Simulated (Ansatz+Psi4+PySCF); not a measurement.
```yaml
atoms:
  - { symbol: B, position_ang: [0.0000, 0.0000, 0.0000] }
  - { symbol: F, position_ang: [0.0000, 1.3218, 0.0000] }
  - { symbol: F, position_ang: [1.1447, -0.6609, 0.0000] }
  - { symbol: F, position_ang: [-1.1447, -0.6609, 0.0000] }
```

Basis set: cc-pVTZ (spherical functions). Left uncorrelated: 4 orbitals. Charge 0, multiplicity 1.

Computed with Ansatz (development build ahead of 0.2.0) and Psi4 1.11; each method stands on the lowest determinant of its kind that the runs found. Restricted open shells among the atoms or ions are ROHF, correlated in semicanonical orbitals with singles.

(1) Give the vertical ionization energy (product with multiplicity 2 at the same shape, open shells in the same class of orbitals) of singlet BF₃ by RHF-CCSD(T), RHF-CCSD, RHF-MP2, RHF.

## Answers

(1)

| method | ionization energy |
| --- | --- |
| RHF-CCSD(T) | 16.01 eV |
| RHF-CCSD | 16.21 eV |
| RHF-MP2 | 16.84 eV |
| RHF | 15.38 eV |

Caution: the determinant may break the point group. Caution for RHF-CCSD(T), RHF-MP2: another reference gives a lower total. Caution for RHF-CCSD(T), RHF-CCSD, RHF-MP2: large amplitudes, a single reference is doubtful. Caution for RHF-MP2: MP2 on this radical cation hangs on the determinant chosen.
